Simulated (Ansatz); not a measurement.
# Nudged elastic band run: AlFH₅P

Input:

```yaml
crystal:
  periodic: [false, false, false]
  atoms:
    - { symbol: Al, position_ang: [0.000244, -0.045659, -0.029304] }
    - { symbol: F, position_ang: [-0.084244, 0.524803, 1.579662] }
    - { symbol: H, position_ang: [1.445218, -0.122159, -0.688745] }
    - { symbol: H, position_ang: [-1.384276, -0.139069, -0.813329] }
    - { symbol: P, position_ang: [0.134342, -3.07095, 1.077507] }
    - { symbol: H, position_ang: [-0.601988, -2.269155, 0.111389] }
    - { symbol: H, position_ang: [1.42164, -2.598885, 0.638605] }
    - { symbol: H, position_ang: [0.026564, -2.078524, 2.115813] }
basis:
  gaussian: { orbitals: def2-SVPD }
hamiltonian:
  xc: pbe
neb:
  order_check: false
  images: 7
  f_tol: 0.2
  max_iterations: 60
  final_atoms:
    - { symbol: Al, position_ang: [0.10462202, -0.36769205, -0.16393583] }
    - { symbol: F, position_ang: [-0.12026043, 0.07723189, 1.8942302] }
    - { symbol: H, position_ang: [1.49970883, 0.32956805, -0.49199077] }
    - { symbol: H, position_ang: [-1.30928208, 0.08396326, -0.74437088] }
    - { symbol: P, position_ang: [0.20268226, -2.5343257, 0.84929774] }
    - { symbol: H, position_ang: [-0.76673515, -3.34021671, 0.17819373] }
    - { symbol: H, position_ang: [1.39989554, -3.15077809, 0.37364798] }
    - { symbol: H, position_ang: [-0.05313099, -0.89734864, 2.09652583] }
  initial_path:
    images:
      - { positions_ang: [[0.000244, -0.045659, -0.029304], [-0.084244, 0.524803, 1.579662], [1.445218, -0.122159, -0.688745], [-1.384276, -0.139069, -0.813329], [0.134342, -3.07095, 1.077507], [-0.601988, -2.269155, 0.111389], [1.42164, -2.598885, 0.638605], [0.026564, -2.078524, 2.115813]] }
      - { positions_ang: [[0.00417522, -0.03475826, -0.02411454], [-0.06257863, 0.39635591, 1.69258824], [1.42692562, -0.09685495, -0.71142119], [-1.37064398, -0.10259287, -0.80939078], [0.12403306, -2.91415564, 1.01341678], [-0.62095771, -2.51770729, 0.07227651], [1.42574677, -2.67397261, 0.68640352], [0.03079965, -1.85591229, 2.07183945]] }
      - { positions_ang: [[0.00810643, -0.02385751, -0.01892508], [-0.04091326, 0.26790881, 1.80551448], [1.40863324, -0.0715509, -0.73409738], [-1.35701196, -0.06611673, -0.80545255], [0.11372412, -2.75736128, 0.94932656], [-0.63992742, -2.76625958, 0.03316402], [1.42985354, -2.74906022, 0.73420204], [0.0350353, -1.63330058, 2.02786591]] }
      - { positions_ang: [[0.01203765, -0.01295677, -0.01373561], [-0.0192479, 0.13946172, 1.91844072], [1.39034086, -0.04624684, -0.75677356], [-1.34337994, -0.0296406, -0.80151433], [0.10341518, -2.60056692, 0.88523634], [-0.65889713, -3.01481187, -0.00594847], [1.43396031, -2.82414783, 0.78200056], [0.03927095, -1.41068888, 1.98389236]] }
      - { positions_ang: [[0.01596887, -0.00205603, -0.00854615], [0.00241747, 0.01101462, 2.03136696], [1.37204849, -0.02094279, -0.77944975], [-1.32974792, 0.00683554, -0.79757611], [0.09310625, -2.44377257, 0.82114611], [-0.67786684, -3.26336416, -0.04506096], [1.43806708, -2.89923544, 0.82979908], [0.0435066, -1.18807717, 1.93991881]] }
      - { positions_ang: [[0.03813216, -0.09346503, -0.04739357], [-0.028252, 0.02756894, 1.99708277], [1.40396357, 0.06668492, -0.70758501], [-1.32463146, 0.02611747, -0.7842748], [0.12050025, -2.46641085, 0.82818402], [-0.70008392, -3.2825773, 0.01075271], [1.4285242, -2.9621211, 0.7157613], [0.0193472, -1.11539504, 1.97907057]] }
      - { positions_ang: [[0.06029544, -0.18487404, -0.08624099], [-0.05892148, 0.04412326, 1.96279858], [1.43587866, 0.15431263, -0.63572026], [-1.319515, 0.0453994, -0.77097349], [0.14789425, -2.48904913, 0.83522193], [-0.722301, -3.30179044, 0.06656639], [1.41898131, -3.02500676, 0.60172353], [-0.0048122, -1.04271291, 2.01822232]] }
      - { positions_ang: [[0.08245873, -0.27628304, -0.12508841], [-0.08959095, 0.06067757, 1.92851439], [1.46779375, 0.24194034, -0.56385552], [-1.31439854, 0.06468133, -0.75767218], [0.17528826, -2.51168742, 0.84225983], [-0.74451808, -3.32100358, 0.12238006], [1.40943843, -3.08789243, 0.48768576], [-0.0289716, -0.97003077, 2.05737407]] }
      - { positions_ang: [[0.10462202, -0.36769205, -0.16393583], [-0.12026043, 0.07723189, 1.8942302], [1.49970883, 0.32956805, -0.49199077], [-1.30928208, 0.08396326, -0.74437088], [0.20268226, -2.5343257, 0.84929774], [-0.76673515, -3.34021671, 0.17819373], [1.39989554, -3.15077809, 0.37364798], [-0.05313099, -0.89734864, 2.09652583]] }
```

Launched with:

```bash
$ ansatz run input.yaml --threads 4 --pin off --max-ram 5120MiB --backend cpu --events-out ev --progress --plain --runs-dir out
```

Output, in part (warnings, iteration lines, the closing report on the highest movable image, with atoms numbered from 0):

```
NEB end point (image 0): max|allowed force component| = 2.681e-2 eV/Å (the criterion of neb.relax_end_points is 4.000e-2)
NEB end point (image 8): max|allowed force component| = 9.367e-3 eV/Å (the criterion of neb.relax_end_points is 4.000e-2)
NEB iter   1: max|band force component| = 9.739e0 eV/Å  barrier→ = 2.1419 eV  barrier← = 1.2778 eV  Δτ_max = 0.2000 Å  (234 SCF iters)
NEB iter   2: max|band force component| = 4.431e0 eV/Å  barrier→ = 1.2233 eV  barrier← = 0.3591 eV  Δτ_max = 0.2000 Å  (226 SCF iters)
NEB iter   3: max|band force component| = 1.567e0 eV/Å  barrier→ = 1.1636 eV  barrier← = 0.2994 eV  Δτ_max = 0.2000 Å  (222 SCF iters)
NEB iter   4: max|band force component| = 1.180e0 eV/Å  barrier→ = 1.0757 eV  barrier← = 0.2115 eV  Δτ_max = 0.0902 Å  (214 SCF iters)
NEB iter   5: max|band force component| = 8.429e-1 eV/Å  barrier→ = 1.0154 eV  barrier← = 0.1512 eV  Δτ_max = 0.1170 Å  (198 SCF iters)
NEB iter   6: max|band force component| = 8.902e-1 eV/Å  barrier→ = 0.9965 eV  barrier← = 0.1323 eV  Δτ_max = 0.0493 Å  (197 SCF iters)
NEB iter   7: max|band force component| = 8.769e-1 eV/Å  barrier→ = 0.9937 eV  barrier← = 0.1295 eV  Δτ_max = 0.0587 Å  (203 SCF iters)
NEB iter   8: max|band force component| = 8.746e-1 eV/Å  barrier→ = 0.9942 eV  barrier← = 0.1300 eV  Δτ_max = 0.0585 Å  (200 SCF iters)
NEB iter   9: max|band force component| = 5.108e-1 eV/Å  barrier→ = 0.9932 eV  barrier← = 0.1290 eV  Δτ_max = 0.0588 Å  (202 SCF iters)
NEB iter  10: max|band force component| = 1.784e-1 eV/Å  barrier→ = 0.9942 eV  barrier← = 0.1301 eV  CI = image 6  Δτ_max = 0.0000 Å  (384 SCF iters)
Total energy: -18666.32185451 eV, -685.9746756658 hartree
Atom 0 at     0.091585    -0.416282    -0.035881 Å, force     0.021637     0.000599    -0.008230 eV/Å
Atom 1 at    -0.112963     0.081952     1.875412 Å, force    -0.016773     0.134098     0.009512 eV/Å
Atom 2 at     1.520310     0.112515    -0.500808 Å, force    -0.026222     0.028012    -0.006879 eV/Å
Atom 3 at    -1.305752    -0.113642    -0.736415 Å, force     0.013220     0.021778    -0.006210 eV/Å
Atom 4 at     0.185390    -2.662715     1.100275 Å, force     0.005666     0.005166    -0.107502 eV/Å
Atom 5 at    -0.768141    -2.998838     0.080194 Å, force     0.035525    -0.051732     0.038818 eV/Å
Atom 6 at     1.378463    -2.806681     0.314093 Å, force    -0.039205    -0.054351     0.025565 eV/Å
Atom 7 at    -0.031392    -0.995908     1.894728 Å, force     0.006153    -0.083570     0.054926 eV/Å
Dipole moment:     0.019336    -0.181280    -0.036284 e Å
```

The run converged. The threshold of 0.2 eV/Å is loose, so the images may lie well off the minimum-energy path. The order of the point at the top wasn't checked. The orbitals stay closed-shell, which can raise the energy where a bond breaks towards radicals; this wasn't checked here.

Final band (atoms are numbered from 1 in the order of the input):

```csv
image,path coordinate (Å),energy (kJ/mol),P5–H8 (Å),Al1–P5 (Å),F2–H8 (Å)
0,0.00,0.0,1.44,3.22,2.66
1,0.37,0.2,1.44,3.20,2.50
2,0.73,0.6,1.45,3.22,2.42
3,1.10,2.5,1.45,3.19,2.18
4,1.47,19.6,1.47,2.93,1.79
5,1.84,70.5,1.61,2.69,1.42
6,2.20,95.9,1.86,2.52,1.08
7,2.57,88.2,2.02,2.43,1.00
8,2.93,83.4,2.07,2.39,1.00
```

Time of the run: 69 s on 4 threads of Arm Neoverse V1, with other jobs on the host, peak memory 0.14 GiB.
